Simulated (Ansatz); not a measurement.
**Fe2O3: computed properties**

These are results of DFT PBEsol, scalar-relativistic, plane waves, PAW (Ansatz), not measurements.

Cutoff 420 eV; k points 12×12×12 on the computed 10-atom cell (Γ-centred); Gaussian smearing, width 0.10 eV; collinear spin from starting moments 0.94 0.94 0.94 0.94 0 0 0 0 0 0 μB.

The structure is relaxed at this level of theory with its symmetry kept.

Space group R-3c:H (No. 167). a = 4.698 Å, b = 4.698 Å, c = 13.188 Å, α = 90.00°, β = 90.00°, γ = 120.00°
| atom | site | symmetry | x | y | z |
| --- | --- | --- | --- | --- | --- |
| Fe | 12c | 3. | 0.6667 | 0.3333 | 0.1787 |
| O | 18e | .2 | 0.6473 | 0.6667 | 0.4167 |

```json
{
 "Space group": "R-3c (No. 167)",
 "Volume per atom": "8.40 Å³",
 "Formation energy from the elements' standard states (uncorrected)": "-1.306 eV/atom",
 "Kohn–Sham band gap": "none (metal)",
 "Density of states at the Fermi level": "10.83 states/eV per cell",
 "Löwdin character within 0.5 eV of the Fermi level": "Fe 3d 84 %, O 2p 13 %",
 "Bulk modulus": "289 GPa",
 "Its pressure derivative": "4.6",
 "Bader charges (e)": "Fe (4 in the cell) 1.45, O (6 in the cell) -0.97",
 "Total moment": "4.00 μB per cell",
 "Site moments (μB; atoms counted from 1 over the whole cell)": "Fe (atom 1) 0.85, Fe (atom 2) 0.85, Fe (atom 3) 0.85, Fe (atom 4) 0.85"
}
```

Only this magnetic start was tried.

Cost: 6 runs of about 28 core-minutes in all, on AMD EPYC 9R45 (Zen 5) (shared hosts).